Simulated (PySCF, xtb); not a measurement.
**CH2FSi: where a starting geometry ends**

The starting geometry of this gas-phase doublet has its atoms placed at random.

```xyz
5

C     0.9483    0.4926   -1.0887
F     0.2915   -1.6475    1.1642
Si    1.2252   -0.4742    1.1048
H     1.7933    0.8774    0.1679
H     0.0473    0.7885    0.0209
```

Problem. Guess where an optimisation with r2SCAN-D4/def2-SVP ends from this start.

Solution. It ends as a structure given below by its coordinates. Contacts that open: Si3–H4 (1.74 → 2.60 Å). Contacts that close: C1–Si3 (2.41 → 1.85 Å), C1–H4 (1.56 → 1.10 Å), C1–H5 (1.46 → 1.10 Å).

The energy falls by 5.28 eV over 21 steps:

```tsv
step	E − E(last) (eV)
1	5.284
3	2.154
5	0.657
8	0.291
10	0.043
12	0.010
14	0.001
17	0.000
19	0.000
21	0.000
```

Final geometry (Å):

```yaml
atoms:
  - { symbol: C, position_ang: [1.0912, 0.6749, 0.0874] }
  - { symbol: F, position_ang: [-0.0464, -1.7254, 0.6257] }
  - { symbol: Si, position_ang: [1.3933, -0.9698, 0.8702] }
  - { symbol: H, position_ang: [1.9037, 1.3954, -0.0828] }
  - { symbol: H, position_ang: [0.0895, 1.1331, 0.0715] }
```

From the same start GFN2-xTB reaches the same bonding as this run.

From so rough a start the end depends on the optimiser's path, so another program may land elsewhere. No frequencies were run, so the end isn't proven a minimum. Open shells are spin-unrestricted. Run with PySCF 2.14.0, 120 s on 2 threads of Arm Neoverse V2, with other jobs on the host.
